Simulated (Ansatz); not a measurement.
HO₂−, SMILES `[O-]O`, relaxed with RKS PBE0-D4/def2-TZVPD in Ansatz 0.2.0 from a PBE-D4/def2-SVP geometry. The force threshold is 0.005 eV/Å; the program also tests the step.

Charge -1, multiplicity 1.

Start:

```xyz
3

O    -0.119   -0.732    0.823
O     0.366   -0.012   -0.419
H    -0.247    0.745   -0.404
```

```json
{"step": "1", "energy (eV)": "-4104.6898", "largest force (eV/Å)": "0.709", "largest move (Å)": "0.000"}
{"step": "2", "energy (eV)": "-4104.7026", "largest force (eV/Å)": "0.392", "largest move (Å)": "0.011"}
{"step": "3", "energy (eV)": "-4104.7069", "largest force (eV/Å)": "0.049", "largest move (Å)": "0.011"}
{"step": "4", "energy (eV)": "-4104.7070", "largest force (eV/Å)": "0.062", "largest move (Å)": "0.006"}
{"step": "5", "energy (eV)": "-4104.7071", "largest force (eV/Å)": "0.003", "largest move (Å)": "0.002"}
```

End:

```xyz
3

O    -0.114   -0.723    0.807
O     0.356   -0.015   -0.404
H    -0.242    0.737   -0.403
```

Run time 3.3 s (2 threads of an AMD EPYC 7R13 on a shared host); peak host memory 0.15 GiB.
